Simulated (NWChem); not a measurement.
A series in which one site is exchanged, each optimised at PBE0/def2-SVP with NWChem, gas phase unless a solvent is named. For some, no frequency run checked for a minimum. def2 effective core potentials on Zr; no spin-orbit coupling.

A: [CH3][Ti](=[O])[CH3] (C$_{2}$H$_{6}$OTi; site = Ti)
B: S(C)(C)=O (C2H6OS; site = S)
C: [CH3][Zr]([CH3])=[O] (C2H6OZr; site = Zr)

```json
[
 {"quantity": "orbital gap (eV), PBE0/def2-SVP", "A": "5.11", "B": "7.80", "C": "(withheld)"},
 {"quantity": "static polarisability, PBE/def2-SVPD (bohr³)", "A": "67.5", "B": "55.4", "C": "(withheld)"},
 {"quantity": "lowest singlet excitation, PBE/def2-SVPD, TDA (eV)", "A": "2.71", "B": "5.22", "C": "(withheld)"}
]
```

Problem. Fill in the missing entries.

Solution. 
- orbital gap (eV), PBE0/def2-SVP, C: 4.84
- static polarisability, PBE/def2-SVPD (bohr³), C: 77.2
- lowest singlet excitation, PBE/def2-SVPD, TDA (eV), C: 2.92
